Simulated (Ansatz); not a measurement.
## How the cohesive energy of CaB6-type CaB6 moves with the method

No measured value is used here.

```csv
level (code),value (eV/atom),cell (Å³/atom)
LDA (Ansatz),6.85,9.76
PBE (Ansatz),___,10.19
r²SCAN (Ansatz),6.08,10.11
PBE0 (Ansatz),6.01,10.10
```

Problem. Some entries are withheld; supply them.

Solution. 
- PBE (Ansatz, a program for electronic structure), value (eV/atom): 6.04

Each level is taken at its own relaxed cell. Cutoffs and k meshes differ between the levels. Ansatz's density-functional and Hartree–Fock values are scalar-relativistic unless marked +SOC, with PAW data made under PBE.
